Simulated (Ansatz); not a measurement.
**SiH₅O (doublet): wave-function methods side by side at distance O1–H3 along a hydrogen transfer = 1.291 Å, cc-pVDZ**

One table from this session's results is given with a row withheld; the runs are named, their logs left out.

Program: Ansatz 0.2.0, Gaussian basis. Level of theory: cc-pVDZ, core rule «outside noble gas», up to 6 orbitals frozen. These are calculated values, not measurements.

To be run: UHF; CCSD(T) on ROHF; CCSD(T) on UHF; BCCD(T) on ROHF; CISD; CCSDT(Q) on ROHF; CCSDT(Q) on UHF; CASSCF and MRCISD+Q, 3 electrons in 3 orbitals; CASSCF and NEVPT2, 3 electrons in 3 orbitals.

### The geometry

The geometry derives from fragments relaxed apart (PBE0/def2-TZVP) and kept rigid, so it is no stationary point. A hydrogen atom is moved between rigid fragments.

7 atoms, charge 0, spin multiplicity 2.

Atoms are counted from 1 here; the program's logs count them from 0.

Bond lengths: O1–H2 0.960 Å, H3–Si4 1.440 Å, Si4–H5 1.486 Å, Si4–H6 1.486 Å, Si4–H7 1.486 Å. Angles: H3–Si4–H5 107.6°, H3–Si4–H6 107.6°, H3–Si4–H7 107.6°, H5–Si4–H6 111.3°, H5–Si4–H7 111.3°, H6–Si4–H7 111.3°.

Set-up of the first run:

Input file in.yaml:

```yaml
crystal:
  periodic: [false, false, false]
  atoms:
    - {symbol: O, position_ang: [-1.778542, -0.019012, 0.000000]}
    - {symbol: H, position_ang: [-2.027851, 0.907564, 0.000000]}
    - {symbol: H, position_ang: [-0.487542, -0.019012, 0.000000]}
    - {symbol: Si, position_ang: [0.952458, -0.019012, 0.000000]}
    - {symbol: H, position_ang: [1.402431, -1.435264, 0.000000]}
    - {symbol: H, position_ang: [1.402432, 0.689115, -1.226512]}
    - {symbol: H, position_ang: [1.402433, 0.689115, 1.226511]}
basis:
  gaussian: {orbitals: cc-pVDZ}
magnetization: {spin_polarized: true, initial_magnetization: 1}
hamiltonian: {xc: hf}
output: {orbitals: {seedname: orbitals}}
```

The run is started by

```
$ ansatz run in.yaml --threads 1 --pin off --events-out ev --progress --plain --max-ram 2816MiB --backend cpu
```

Among the steps run: UHF; CCSD(T) on ROHF; CCSD(T) on UHF; BCCD(T) on ROHF; CISD; CCSDT(Q) on ROHF; CCSDT(Q) on UHF; CASSCF and MRCISD+Q, 3 electrons in 3 orbitals; CASSCF and NEVPT2, 3 electrons in 3 orbitals.

One of the session's tables, all rows but one given; the rest of the session is left out.

```
       method  from UCCSDT(Q) (meV)
         ROHF               +9605.5
          UHF               +9370.7
         RMP2               +1377.5
         UMP2               +1411.9
         CISD               +1122.2
        RCCSD                +229.0
        UCCSD                +222.5
     RCCSD(T)                 +43.4
     UCCSD(T)                 +43.7
      BCCD(T)                 +42.7
       RCCSDT                 +16.9
       UCCSDT                 +16.0
    RCCSDT(Q)                     ?
    UCCSDT(Q)                     0
  CASSCF pair               +9071.4
  NEVPT2 pair               +1320.9
  MRCISD pair               +1003.3
MRCISD+Q pair                +163.1
```

Q: Estimate the row for RCCSDT(Q) from the others.

**Answer.** from UCCSDT(Q) (meV): +0.4. In the column «from UCCSDT(Q) (meV)» it lies between UCCSDT(Q) (0) and UCCSDT (+16.0).

Limits of these values: Restricted and unrestricted rows rest on different reference determinants; where their highest levels disagree by more than a few hundredths of an eV, they describe different states and don't form one ladder.
